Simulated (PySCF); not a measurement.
## Static response to an electric field

C₄H₈F₂.
Geometry (GFN2-xTB, Å), atoms numbered from 1 in this order:
```xyz
14
C4H8F2 angstrom
C      1.380   -0.457    0.126
C     -0.071   -0.037   -0.067
C     -1.048   -0.973    0.631
F     -0.353   -0.057   -1.434
C     -0.289    1.421    0.364
F      0.004    1.571    1.693
H      1.514   -1.488   -0.190
H      2.034    0.177   -0.468
H      1.648   -0.364    1.174
H     -0.913   -0.901    1.707
H     -0.875   -1.998    0.315
H     -2.070   -0.700    0.380
H      0.370    2.090   -0.197
H     -1.333    1.716    0.223
```

Level: CAM-B3LYP/def2-SVPD (PySCF), static field, nuclei fixed, core orbitals frozen in the response. The polarisability tensor in these axes (au):

```
x   52.65  0.01 -0.66
y    0.01 52.62 -0.14
z   -0.66 -0.14 49.34
```

Problem. Diagonalise the tensor; give its mean and Δα, where Δα² is half the sum of the squared differences of the eigenvalues.

Solution. Principal values 49.21, 52.62 and 52.78 au; mean 51.54 au = 7.64 Å³ = 8.50 × 10⁻⁴⁰ C²·m²/J; Δα = 3.50 au (7 % of the mean).

Problem. What is the dipole moment, and where does it point?

Solution. (0.10, -0.44, 0.32) D, 0.55 D in size, pointing from the negative to the positive side. Measured along this direction, the outermost atoms are H13 at the negative end and H11 and H10 at the positive end.

Problem. How large is μ²/3kT at 400 K beside α?

Solution. In Gaussian units μ²/3kT = 1.86 Å³ against 7.64 Å³, a ratio of 0.24; the Debye molar polarisation (4π/3)N_A(α + μ²/3kT) is 23.9 cm³/mol, leaving out the vibrational part.

Problem. Form Σ f/ω² (atomic units) for the 8 lowest TDDFT singlets, given as eV and f, and set it beside the mean polarisability, which is this sum over all singlets: 8.95, 0.0454; 9.21, 0.0548; 9.33, 0.0099; 9.52, 0.0165; 9.83, 0.0030; 10.03, 0.0046; 10.07, 0.0161; 10.23, 0.0199.

Solution. They add up to 1.43 au, 2.8 % of the 51.54 au; the largest single term is 0.48 au, from the state at 9.21 eV. Terms in order: 0.42, 0.48, 0.08, 0.13, 0.02, 0.03, 0.12, 0.14 au. Higher excitations give the rest. The strengths listed sum to 0.170.

Problem. What are the principal values of the traceless quadrupole moment, Θ = ½Σq(3rr − r²1), about the centre of nuclear charge?

Solution. -9.60, 4.42, 5.17 D·Å. The values depend on the origin, since the dipole doesn't vanish. The electronic extent ⟨r²⟩ about the same centre is 583 bohr², a root-mean-square distance of 1.81 Å for the 50 electrons.

Isolated species at its GFN2-xTB geometry (one conformer only).
